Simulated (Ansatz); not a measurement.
Input for Ansatz (development build ahead of 0.2.0):

```yaml
crystal:
  periodic: [false, false, false]
  atoms:
    - { symbol: O, position_ang: [0.0, 0.0, -1.06656] }
    - { symbol: C, position_ang: [0.0, 0.0, 0.0] }
    - { symbol: O, position_ang: [0.0, 0.0, 1.06656] }
basis:
  gaussian: { orbitals: cc-pVTZ }
hamiltonian:
  xc: hf
correlation:
  method: mp2
  frozen_orbitals: { C: 1, O: 1 }
```

The input is written out in the form of the current development build from the run's settings.

Output:

```json
{
  "Converged": "yes",
  "Reference energy": "-187.68181 hartree",
  "Correlation energy": "-0.57476 hartree",
  "Total energy": "-188.25657 hartree",
  "Spin squared of the determinant": "0.000"
}
```

Caution: no unrestricted run beside it, a lower state can exist.
